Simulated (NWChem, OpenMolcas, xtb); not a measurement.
**A ladder of methods for CH4Si (SMILES C[SiH])**

CH4Si: 6 atoms, total charge 0, spin state singlet. As SMILES, `C[SiH]`. The coordinates come from a PBE0-D4/def2-TZVP relaxation.

Quantity: the HOMO–LUMO gap, in eV. The values are calculated.

```
           level            kind     program  value (eV)
        GFN0-xTB  semi-empirical         xtb        1.41
    HF/def2-TZVP    Hartree–Fock      NWChem        9.34
 SVWN5/def2-TZVP             LDA  OpenMolcas        1.72
revPBE/def2-TZVP             GGA  OpenMolcas        1.90
 M06-L/def2-TZVP        meta-GGA  OpenMolcas        2.35
r2SCAN/def2-TZVP        meta-GGA  OpenMolcas        2.20
 BHLYP/def2-TZVP   global hybrid  OpenMolcas        5.68
B2PLYP/def2-TZVP   double hybrid  OpenMolcas        5.89
```

The values span 1.41 to 9.34 eV. Orbital gaps aren't excitation energies, and those of double hybrids come from the SCF part alone; they tend to grow with the share of exact exchange.
